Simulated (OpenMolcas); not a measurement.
**How methods differ on C2H6Si (SMILES C[Si]C)**

C2H6Si has 9 atoms, charge 0, and is taken as a singlet. SMILES: `C[Si]C`. Geometry: relaxed at PBE0-D4/def2-TZVP.

Quantity: the HOMO–LUMO gap, in eV. The values are calculated.

```json
{"level": "BLYP/6-311+G**", "kind": "GGA", "program": "OpenMolcas", "value (eV)": "2.00"}
{"level": "M06-L/6-311+G**", "kind": "meta-GGA", "program": "OpenMolcas", "value (eV)": "2.37"}
{"level": "TPSS/6-311+G**", "kind": "meta-GGA", "program": "OpenMolcas", "value (eV)": "2.15"}
{"level": "B3LYP/6-311+G**", "kind": "global hybrid", "program": "OpenMolcas", "value (eV)": "3.49"}
{"level": "BHLYP/6-311+G**", "kind": "global hybrid", "program": "OpenMolcas", "value (eV)": "5.71"}
{"level": "M06-2X/6-311+G**", "kind": "hybrid meta-GGA", "program": "OpenMolcas", "value (eV)": "5.66"}
{"level": "PBE0/6-311+G**", "kind": "global hybrid", "program": "OpenMolcas", "value (eV)": "3.84"}
{"level": "B2PLYP/6-311+G**", "kind": "double hybrid", "program": "OpenMolcas", "value (eV)": "5.91"}
```

The values span 2.00 to 5.91 eV. Orbital gaps aren't excitation energies, and those of double hybrids come from the SCF part alone; they tend to grow with the share of exact exchange.
